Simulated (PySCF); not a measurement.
# C3H9N: field gradients at the nuclei

Aim: the electric field gradients and quadrupole couplings of C3H9N at several levels. Each job file holds the settings and the coordinates that a driver script hands to the program.

Method: the levels named in each step, in PySCF 2.14.0, density-fitted response routines.

## Step 1: The starting structure

Bond lengths: C1–C2 1.526 Å, C2–C3 1.526 Å, C2–N4 1.458 Å, C1–H5 1.087 Å, C1–H6 1.087 Å, C1–H7 1.088 Å, C2–H8 1.108 Å, C3–H9 1.088 Å, C3–H10 1.087 Å, C3–H11 1.087 Å, N4–H12 1.015 Å, N4–H13 1.014 Å. Angles (14 of 21 angles, heavy atoms first): C1–C2–C3 110.9°, C1–C2–N4 108.4°, C3–C2–N4 108.5°, C1–C2–H8 108.4°, C3–C2–H8 108.4°, N4–C2–H8 112.3°, C2–C1–H5 110.5°, C2–C1–H6 109.5°, C2–C1–H7 110.5°, C2–C3–H9 110.5°, C2–C3–H10 109.5°, C2–C3–H11 110.5°, C2–N4–H12 110.5°, C2–N4–H13 110.5°.

Structure file:

```xyz
13

C    -0.5323    1.2261    0.5667
C    -0.0095    0.1275   -0.3552
C     1.4331   -0.2321   -0.0096
N    -0.8376   -1.0583   -0.1754
H     0.0916    2.1130    0.4941
H    -0.5284    0.8710    1.5937
H    -1.5519    1.4955    0.2987
H    -0.0360    0.5044   -1.3971
H     1.8079   -0.9972   -0.6865
H     1.4784   -0.6178    1.0052
H     2.0727    0.6433   -0.0868
H    -0.5210   -1.8076   -0.7822
H    -1.8036   -0.8560   -0.4061
```

## Step 2: Geometry, PBE0-D3(BJ)/def2-TZVP

Input file job.txt:

```
{"job": {"xc": "PBE0", "basis": "def2-TZVP", "d3": "d3bj", "grid": 2, "kind": "geom"}, "charge": 0, "multiplicity": 1}
C     -0.532290     1.226050     0.566740
C     -0.009470     0.127520    -0.355210
C      1.433100    -0.232050    -0.009580
N     -0.837570    -1.058320    -0.175370
H      0.091630     2.113020     0.494110
H     -0.528390     0.871020     1.593690
H     -1.551920     1.495460     0.298740
H     -0.036040     0.504450    -1.397100
H      1.807910    -0.997160    -0.686480
H      1.478360    -0.617770     1.005240
H      2.072690     0.643290    -0.086800
H     -0.520950    -1.807560    -0.782220
H     -1.803570    -0.856000    -0.406110
```

The program printed:

```text
step   0  E = -174.34756027  max force = 0.009120
step   1  E = -174.34787442  max force = 0.002164
step   2  E = -174.34790165  max force = 0.000232
step   3  E = -174.34790948  max force = 0.000396
optimisation converged
```

It took 19 s on 4 threads of AMD EPYC 9R45 (Zen 5), shared host; peak memory 0.83 GiB.

It ended at:

```xyz
13

C    -0.5322    1.2209    0.5648
C    -0.0082    0.1251   -0.3437
C     1.4276   -0.2325   -0.0100
N    -0.8399   -1.0618   -0.1784
H     0.0797    2.1222    0.4843
H    -0.5238    0.8825    1.6041
H    -1.5600    1.4914    0.3061
H    -0.0298    0.5055   -1.3793
H     1.8088   -1.0069   -0.6819
H     1.4916   -0.6120    1.0131
H     2.0797    0.6389   -0.1022
H    -0.5283   -1.8027   -0.7950
H    -1.8018   -0.8584   -0.4222
```

## Step 3: Field gradients, PBE0/pcJ-2

Input file job.txt:

```
{"job": {"kind": "efgt", "xc": "PBE0", "basis": "pcJ-2"}, "charge": 0, "multiplicity": 1}
C     -0.532169     1.220861     0.564778
C     -0.008191     0.125070    -0.343710
C      1.427563    -0.232504    -0.009984
N     -0.839852    -1.061840    -0.178416
H      0.079741     2.122158     0.484344
H     -0.523752     0.882481     1.604130
H     -1.559978     1.491441     0.306061
H     -0.029769     0.505495    -1.379309
H      1.808752    -1.006948    -0.681903
H      1.491558    -0.612034     1.013100
H      2.079745     0.638920    -0.102246
H     -0.528318    -1.802728    -0.795020
H     -1.801840    -0.858423    -0.422175
```

The program printed:

```text
coarse grid: 9904 points
cycle   1  E = -174.3018834507  dE =  1.845e-01  |g| = 4.612e-01  |ddm| = 2.012e+00
cycle   2  E = -174.2768565601  dE =  2.503e-02  |g| = 5.765e-01  |ddm| = 7.348e-01
cycle   3  E = -174.3539185318  dE = -7.706e-02  |g| = 4.955e-02  |ddm| = 4.226e-01
cycle   4  E = -174.3542545712  dE = -3.360e-04  |g| = 2.776e-02  |ddm| = 4.161e-02
cycle   5  E = -174.3544187308  dE = -1.642e-04  |g| = 3.442e-03  |ddm| = 1.787e-02
cycle   6  E = -174.3544208562  dE = -2.125e-06  |g| = 1.226e-03  |ddm| = 2.587e-03
final grid: 144528 points
cycle   7  E = -174.3519360176  dE = -1.532e-04  |g| = 9.450e-03  |ddm| = 5.276e-02
cycle   8  E = -174.3519251606  dE =  1.086e-05  |g| = 1.136e-02  |ddm| = 1.250e-02
cycle   9  E = -174.3519560357  dE = -3.088e-05  |g| = 7.391e-04  |ddm| = 7.303e-03
cycle  10  E = -174.3519561043  dE = -6.863e-08  |g| = 4.665e-04  |ddm| = 7.223e-04
cycle  11  E = -174.3519561500  dE = -4.572e-08  |g| = 7.004e-05  |ddm| = 2.871e-04
cycle  12  E = -174.3519561509  dE = -9.369e-10  |g| = 1.884e-05  |ddm| = 5.576e-05
converged SCF energy = -174.3519561509

Field-gradient tensors (au): xx yy zz xy xz yz
  0 C     0.00195    0.00035   -0.00230   -0.01035   -0.00996    0.02852
  1 C     0.00522    0.09455   -0.09977    0.12584   -0.01894   -0.01870
  2 C     0.02437   -0.00482   -0.01955   -0.01516    0.01613    0.00568
  3 N     0.48725    0.39590   -0.88315    0.08660   -0.07655    0.42132
  4 H    -0.00681    0.14765   -0.14083    0.19721   -0.02124   -0.02496
  5 H    -0.14150   -0.10018    0.24168   -0.00448    0.00365   -0.12348
  6 H     0.23271   -0.11576   -0.11696   -0.09737    0.09741   -0.02097
  7 H    -0.13082   -0.08463    0.21545   -0.00036    0.00986   -0.12468
  8 H    -0.08856    0.06945    0.01911   -0.10309   -0.08746    0.18771
  9 H    -0.13733   -0.09290    0.23022   -0.01094    0.02260   -0.13651
 10 H     0.01054    0.13203   -0.14256    0.20131   -0.02084   -0.03025
 11 H    -0.10979    0.11843   -0.00864   -0.12086   -0.11207    0.26795
 12 H     0.33145   -0.14260   -0.18885   -0.10841    0.13109   -0.01182
```

It took 14 s on 4 threads of AMD EPYC 9R45 (Zen 5), shared host; peak memory 1.8 GiB.

## Step 4: Field gradients, PBE/def2-TZVPP

Changes to job.txt since step 3:

```diff
@@ -1,2 +1,2 @@
-{"job": {"kind": "efgt", "xc": "PBE0", "basis": "pcJ-2"}, "charge": 0, "multiplicity": 1}
+{"job": {"kind": "efgt", "xc": "PBE", "basis": "def2-TZVPP"}, "charge": 0, "multiplicity": 1}
 C     -0.532169     1.220861     0.564778
```

The program printed:

```text
coarse grid: 9904 points
cycle   1  E = -174.2218965747  dE =  1.178e-01  |g| = 6.463e-01  |ddm| = 2.391e+00
cycle   2  E = -174.0125794056  dE =  2.093e-01  |g| = 1.121e+00  |ddm| = 1.824e+00
cycle   3  E = -174.3268695197  dE = -3.143e-01  |g| = 1.027e-01  |ddm| = 1.369e+00
cycle   4  E = -174.3286611282  dE = -1.792e-03  |g| = 5.176e-02  |ddm| = 1.120e-01
cycle   5  E = -174.3292313814  dE = -5.703e-04  |g| = 9.373e-03  |ddm| = 4.217e-02
cycle   6  E = -174.3292483269  dE = -1.695e-05  |g| = 3.747e-03  |ddm| = 9.489e-03
cycle   7  E = -174.3292512632  dE = -2.936e-06  |g| = 6.186e-04  |ddm| = 2.628e-03
final grid: 144528 points
cycle   8  E = -174.3154213463  dE = -1.006e-04  |g| = 1.366e-02  |ddm| = 1.333e-01
cycle   9  E = -174.3153429782  dE =  7.837e-05  |g| = 2.244e-02  |ddm| = 2.788e-02
cycle  10  E = -174.3154633288  dE = -1.204e-04  |g| = 1.702e-03  |ddm| = 1.900e-02
cycle  11  E = -174.3154638507  dE = -5.219e-07  |g| = 7.028e-04  |ddm| = 1.718e-03
cycle  12  E = -174.3154639606  dE = -1.099e-07  |g| = 1.131e-04  |ddm| = 5.395e-04
cycle  13  E = -174.3154639630  dE = -2.421e-09  |g| = 4.555e-05  |ddm| = 1.326e-04
cycle  14  E = -174.3154639635  dE = -4.363e-10  |g| = 7.684e-06  |ddm| = 2.966e-05
converged SCF energy = -174.3154639635

Field-gradient tensors (au): xx yy zz xy xz yz
  0 C     0.00072    0.00130   -0.00201   -0.01041   -0.01077    0.03003
  1 C     0.00625    0.09249   -0.09874    0.12220   -0.01835   -0.01692
  2 C     0.02626   -0.00563   -0.02064   -0.01522    0.01723    0.00512
  3 N     0.47820    0.38895   -0.86715    0.08682   -0.07403    0.41448
  4 H    -0.00706    0.15003   -0.14297    0.20037   -0.02138   -0.02537
  5 H    -0.14402   -0.10164    0.24566   -0.00439    0.00376   -0.12543
  6 H     0.23642   -0.11775   -0.11867   -0.09897    0.09872   -0.02162
  7 H    -0.13310   -0.08613    0.21923   -0.00065    0.00981   -0.12705
  8 H    -0.09022    0.07070    0.01952   -0.10488   -0.08900    0.19039
  9 H    -0.13946   -0.09450    0.23396   -0.01091    0.02306   -0.13879
 10 H     0.01069    0.13395   -0.14464    0.20464   -0.02115   -0.03066
 11 H    -0.11373    0.12171   -0.00799   -0.12407   -0.11402    0.27287
 12 H     0.33884   -0.14728   -0.19156   -0.11047    0.13325   -0.01274
```

It took 8.6 s on 4 threads of AMD EPYC 9R45 (Zen 5), shared host; peak memory 1.8 GiB.

## Step 5: Field gradients, B3LYP/def2-TZVPP

Changes to job.txt since step 4:

```diff
@@ -1,2 +1,2 @@
-{"job": {"kind": "efgt", "xc": "PBE", "basis": "def2-TZVPP"}, "charge": 0, "multiplicity": 1}
+{"job": {"kind": "efgt", "xc": "B3LYP", "basis": "def2-TZVPP"}, "charge": 0, "multiplicity": 1}
 C     -0.532169     1.220861     0.564778
```

The program printed:

```text
coarse grid: 9904 points
cycle   1  E = -174.5085136726  dE =  1.714e-01  |g| = 5.217e-01  |ddm| = 2.350e+00
cycle   2  E = -174.4551709119  dE =  5.334e-02  |g| = 7.129e-01  |ddm| = 1.037e+00
cycle   3  E = -174.5753368353  dE = -1.202e-01  |g| = 5.952e-02  |ddm| = 6.484e-01
cycle   4  E = -174.5758740767  dE = -5.372e-04  |g| = 3.215e-02  |ddm| = 5.744e-02
cycle   5  E = -174.5760958016  dE = -2.217e-04  |g| = 4.329e-03  |ddm| = 2.307e-02
cycle   6  E = -174.5760993470  dE = -3.545e-06  |g| = 1.664e-03  |ddm| = 3.991e-03
final grid: 144528 points
cycle   7  E = -174.5687579564  dE = -7.201e-05  |g| = 7.301e-03  |ddm| = 1.033e-01
cycle   8  E = -174.5687482166  dE =  9.740e-06  |g| = 9.552e-03  |ddm| = 1.275e-02
cycle   9  E = -174.5687707631  dE = -2.255e-05  |g| = 4.997e-04  |ddm| = 7.277e-03
cycle  10  E = -174.5687707974  dE = -3.426e-08  |g| = 3.086e-04  |ddm| = 5.519e-04
cycle  11  E = -174.5687708170  dE = -1.962e-08  |g| = 5.694e-05  |ddm| = 2.246e-04
cycle  12  E = -174.5687708176  dE = -6.216e-10  |g| = 1.790e-05  |ddm| = 6.046e-05
converged SCF energy = -174.5687708176

Field-gradient tensors (au): xx yy zz xy xz yz
  0 C     0.00397   -0.00164   -0.00233   -0.00729   -0.00808    0.02473
  1 C     0.00056    0.09553   -0.09609    0.13291   -0.01794   -0.02286
  2 C     0.01884   -0.00181   -0.01703   -0.01269    0.01480    0.00612
  3 N     0.50229    0.40154   -0.90383    0.08010   -0.07767    0.43595
  4 H    -0.00677    0.14738   -0.14060    0.19703   -0.02125   -0.02502
  5 H    -0.14157   -0.09985    0.24142   -0.00446    0.00376   -0.12329
  6 H     0.23251   -0.11587   -0.11665   -0.09716    0.09733   -0.02109
  7 H    -0.13056   -0.08437    0.21493   -0.00038    0.00969   -0.12458
  8 H    -0.08877    0.06949    0.01928   -0.10297   -0.08732    0.18745
  9 H    -0.13699   -0.09301    0.23000   -0.01077    0.02257   -0.13636
 10 H     0.01038    0.13196   -0.14234    0.20107   -0.02082   -0.03027
 11 H    -0.11113    0.11938   -0.00825   -0.12175   -0.11267    0.26948
 12 H     0.33367   -0.14409   -0.18958   -0.10898    0.13190   -0.01218
```

It took 6.7 s on 4 threads of AMD EPYC 9R45 (Zen 5), shared host; peak memory 1.8 GiB.

## Step 6: Field gradients, CAM-B3LYP/def2-TZVPP

Changes to job.txt since step 5:

```diff
@@ -1,2 +1,2 @@
-{"job": {"kind": "efgt", "xc": "B3LYP", "basis": "def2-TZVPP"}, "charge": 0, "multiplicity": 1}
+{"job": {"kind": "efgt", "xc": "CAM-B3LYP", "basis": "def2-TZVPP"}, "charge": 0, "multiplicity": 1}
 C     -0.532169     1.220861     0.564778
```

The program printed:

```text
coarse grid: 9904 points
cycle   1  E = -174.4301092856  dE =  2.828e-01  |g| = 4.023e-01  |ddm| = 2.333e+00
cycle   2  E = -174.4352344873  dE = -5.125e-03  |g| = 4.005e-01  |ddm| = 5.781e-01
cycle   3  E = -174.4688823404  dE = -3.365e-02  |g| = 3.741e-02  |ddm| = 2.774e-01
cycle   4  E = -174.4690907697  dE = -2.084e-04  |g| = 2.062e-02  |ddm| = 3.384e-02
cycle   5  E = -174.4691805353  dE = -8.977e-05  |g| = 2.905e-03  |ddm| = 1.397e-02
cycle   6  E = -174.4691825315  dE = -1.996e-06  |g| = 5.507e-04  |ddm| = 2.987e-03
final grid: 144528 points
cycle   7  E = -174.4628824999  dE = -5.474e-05  |g| = 4.670e-03  |ddm| = 7.433e-02
cycle   8  E = -174.4628829193  dE = -4.193e-07  |g| = 4.454e-03  |ddm| = 7.962e-03
cycle   9  E = -174.4628873846  dE = -4.465e-06  |g| = 3.422e-04  |ddm| = 3.028e-03
cycle  10  E = -174.4628874016  dE = -1.694e-08  |g| = 2.153e-04  |ddm| = 5.175e-04
cycle  11  E = -174.4628874111  dE = -9.498e-09  |g| = 2.914e-05  |ddm| = 1.635e-04
cycle  12  E = -174.4628874113  dE = -2.084e-10  |g| = 8.366e-06  |ddm| = 4.884e-05
converged SCF energy = -174.4628874113

Field-gradient tensors (au): xx yy zz xy xz yz
  0 C     0.00411   -0.00194   -0.00217   -0.00725   -0.00815    0.02494
  1 C     0.00120    0.09680   -0.09799    0.13454   -0.01776   -0.02211
  2 C     0.01875   -0.00169   -0.01706   -0.01285    0.01507    0.00617
  3 N     0.50464    0.40547   -0.91010    0.08163   -0.07999    0.43605
  4 H    -0.00679    0.14807   -0.14127    0.19800   -0.02143   -0.02516
  5 H    -0.14229   -0.10033    0.24261   -0.00451    0.00381   -0.12394
  6 H     0.23365   -0.11647   -0.11718   -0.09762    0.09785   -0.02112
  7 H    -0.13127   -0.08470    0.21597   -0.00020    0.00972   -0.12528
  8 H    -0.08919    0.06980    0.01939   -0.10347   -0.08767    0.18842
  9 H    -0.13768   -0.09350    0.23118   -0.01082    0.02264   -0.13703
 10 H     0.01041    0.13265   -0.14306    0.20202   -0.02091   -0.03047
 11 H    -0.11169    0.11960   -0.00791   -0.12207   -0.11322    0.27055
 12 H     0.33477   -0.14461   -0.19016   -0.10942    0.13268   -0.01243
```

Wall time 7.6 s (4 threads of AMD EPYC 9R45 (Zen 5), shared host); peak memory 1.8 GiB.

## Step 7: Field gradients, HF/def2-TZVPP

Changes to job.txt since step 6:

```diff
@@ -1,2 +1,2 @@
-{"job": {"kind": "efgt", "xc": "CAM-B3LYP", "basis": "def2-TZVPP"}, "charge": 0, "multiplicity": 1}
+{"job": {"kind": "efgt", "xc": "HF", "basis": "def2-TZVPP"}, "charge": 0, "multiplicity": 1}
 C     -0.532169     1.220861     0.564778
```

The program printed:

```text
final grid: 144528 points
cycle   1  E = -173.3147398995  dE =  5.380e-01  |g| = 3.744e-01  |ddm| = 2.271e+00
cycle   2  E = -173.3565128186  dE = -4.177e-02  |g| = 1.168e-01  |ddm| = 3.862e-01
cycle   3  E = -173.3600302297  dE = -3.517e-03  |g| = 4.708e-02  |ddm| = 1.143e-01
cycle   4  E = -173.3606311826  dE = -6.010e-04  |g| = 7.722e-03  |ddm| = 4.387e-02
cycle   5  E = -173.3606507978  dE = -1.962e-05  |g| = 1.844e-03  |ddm| = 1.045e-02
cycle   6  E = -173.3606524800  dE = -1.682e-06  |g| = 6.158e-04  |ddm| = 3.771e-03
cycle   7  E = -173.3606526820  dE = -2.019e-07  |g| = 2.261e-04  |ddm| = 1.286e-03
cycle   8  E = -173.3606527207  dE = -3.876e-08  |g| = 5.964e-05  |ddm| = 6.670e-04
cycle   9  E = -173.3606527234  dE = -2.641e-09  |g| = 1.635e-05  |ddm| = 1.809e-04
cycle  10  E = -173.3606527236  dE = -1.827e-10  |g| = 4.819e-06  |ddm| = 5.191e-05
converged SCF energy = -173.3606527236

Field-gradient tensors (au): xx yy zz xy xz yz
  0 C     0.01232   -0.00865   -0.00367    0.00129   -0.00036    0.00884
  1 C    -0.00966    0.08971   -0.08006    0.13735   -0.01421   -0.02995
  2 C    -0.00170    0.00835   -0.00664   -0.00498    0.00676    0.00843
  3 N     0.53126    0.41184   -0.94310    0.06397   -0.08230    0.46190
  4 H    -0.00707    0.15234   -0.14528    0.20350   -0.02196   -0.02585
  5 H    -0.14613   -0.10327    0.24940   -0.00448    0.00384   -0.12711
  6 H     0.24038   -0.11970   -0.12068   -0.10044    0.10057   -0.02171
  7 H    -0.13515   -0.08690    0.22205    0.00020    0.00993   -0.12908
  8 H    -0.09165    0.07186    0.01979   -0.10644   -0.09025    0.19379
  9 H    -0.14150   -0.09594    0.23744   -0.01115    0.02357   -0.14077
 10 H     0.01081    0.13624   -0.14706    0.20773   -0.02155   -0.03129
 11 H    -0.11214    0.12042   -0.00829   -0.12289   -0.11503    0.27565
 12 H     0.33931   -0.14542   -0.19389   -0.11098    0.13586   -0.01190
```

It took 1.8 s on 4 threads of AMD EPYC 9R45 (Zen 5), shared host; peak memory 1.8 GiB.

## Step 8: The levels side by side

Largest principal value Vzz, in atomic units:

| atom | PBE0/pcJ-2 | PBE/def2-TZVPP | B3LYP/def2-TZVPP | CAM-B3LYP/def2-TZVPP | HF/def2-TZVPP |
| --- | --- | --- | --- | --- | --- |
| C1 | 0.0340 | 0.0361 | 0.0277 | 0.0279 | -0.0154 |
| C2 | 0.1858 | 0.1811 | 0.1921 | 0.1945 | 0.1900 |
| C3 | 0.0340 | 0.0360 | 0.0277 | 0.0279 | -0.0154 |
| N4 | -1.0159 | -0.9978 | -1.0422 | -1.0480 | -1.0914 |
| H5 | 0.2847 | 0.2892 | 0.2844 | 0.2858 | 0.2938 |
| H6 | 0.2817 | 0.2863 | 0.2814 | 0.2828 | 0.2905 |
| H7 | 0.2829 | 0.2873 | 0.2826 | 0.2840 | 0.2921 |
| H8 | 0.2607 | 0.2654 | 0.2602 | 0.2615 | 0.2691 |
| H9 | 0.2829 | 0.2873 | 0.2826 | 0.2840 | 0.2921 |
| H10 | 0.2817 | 0.2863 | 0.2814 | 0.2828 | 0.2905 |
| H11 | 0.2847 | 0.2892 | 0.2844 | 0.2858 | 0.2938 |
| H12 | 0.3849 | 0.3931 | 0.3874 | 0.3889 | 0.3947 |
| H13 | 0.3848 | 0.3930 | 0.3873 | 0.3888 | 0.3946 |
| CPU time | 46 s | 37 s | 28 s | 31 s | 8.6 s |

Couplings eQVzz/h in MHz (234.9647 × Q in barn × Vzz), with Q = 0.02044 (14N), 0.00285783 (2H):

| nucleus | PBE0/pcJ-2 | PBE/def2-TZVPP | B3LYP/def2-TZVPP | CAM-B3LYP/def2-TZVPP | HF/def2-TZVPP |
| --- | --- | --- | --- | --- | --- |
| 14N (atom 4) | -4.879 | -4.792 | -5.005 | -5.033 | -5.242 |
| 2H (atom 5) | 0.191 | 0.194 | 0.191 | 0.192 | 0.197 |
| 2H (atom 6) | 0.189 | 0.192 | 0.189 | 0.190 | 0.195 |
| 2H (atom 7) | 0.190 | 0.193 | 0.190 | 0.191 | 0.196 |
| 2H (atom 8) | 0.175 | 0.178 | 0.175 | 0.176 | 0.181 |
| 2H (atom 9) | 0.190 | 0.193 | 0.190 | 0.191 | 0.196 |
| 2H (atom 10) | 0.189 | 0.192 | 0.189 | 0.190 | 0.195 |
| 2H (atom 11) | 0.191 | 0.194 | 0.191 | 0.192 | 0.197 |
| 2H (atom 12) | 0.258 | 0.264 | 0.260 | 0.261 | 0.265 |
| 2H (atom 13) | 0.258 | 0.264 | 0.260 | 0.261 | 0.265 |

## Step 9: Outcome

| quantity | value |
| --- | --- |
| coupling of 14N (atom 4), PBE0/pcJ-2 | -4.879 MHz |
| coupling of 2H (atom 5), PBE0/pcJ-2 | 0.191 MHz |
| coupling of 2H (atom 6), PBE0/pcJ-2 | 0.189 MHz |
| coupling of 2H (atom 7), PBE0/pcJ-2 | 0.190 MHz |
| coupling of 2H (atom 8), PBE0/pcJ-2 | 0.175 MHz |

The largest coupling, that of 14N, runs from -5.242 (HF/def2-TZVPP) to -4.792 MHz (PBE/def2-TZVPP). The gradients are non-relativistic, at the equilibrium geometry and in principal axes; measured couplings hold vibrational averaging and refer to the inertial axes. The def2 sets are stiff near the nuclei, which limits their accuracy.
